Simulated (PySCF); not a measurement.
Molecule (SMILES): OCl (OH-Cl).
Geometry (B3LYP-D3(BJ)/def2-TZVP, fixed):
```xyz
3

O      0.0220     1.1044    -0.0012
H     -0.9233     1.3146     0.0160
Cl     0.0439    -0.5970    -0.0004
```

Basis-set convergence of the lowest singlet excitation energy at PBE with PySCF. Tamm-Dancoff approximation; the state is taken by its order, and sets in which it differs in degeneracy or brightness are left out, yet its character can still change. All functions are spherical. Density fitting with generated auxiliary sets. No added dispersion term, no relativity. Reference: the value in aug-pcseg-3, 3.799 eV, itself unsure by roughly 0.008 eV (its mean distance from aug-cc-pV(Q+d)Z, aug-pcseg-2, aug-cc-pV(T+d)Z).

| basis | functions | lowest singlet excitation energy (eV) |
|---|---|---|
| 6-31G** | 37 | (withheld) |
| 6-311G** | 50 | (withheld) |
| pcseg-2 | 78 | 3.873 |
| def2-TZVPD | 95 | (withheld) |
| jun-cc-pV(T+d)Z | 101 | 3.800 |
| cc-pV(Q+d)Z | 149 | 3.844 |
| def2-QZVPP | 157 | (withheld) |
| def2-QZVPPD | 178 | 3.801 |
| aug-cc-pV(Q+d)Z | 215 | 3.803 |

### Question
Fill in the missing entries.

### Answer

- 6-31G**, lowest singlet excitation energy (eV): 3.902
- 6-311G**, lowest singlet excitation energy (eV): 3.828
- def2-TZVPD, lowest singlet excitation energy (eV): 3.797
- def2-QZVPP, lowest singlet excitation energy (eV): 3.836
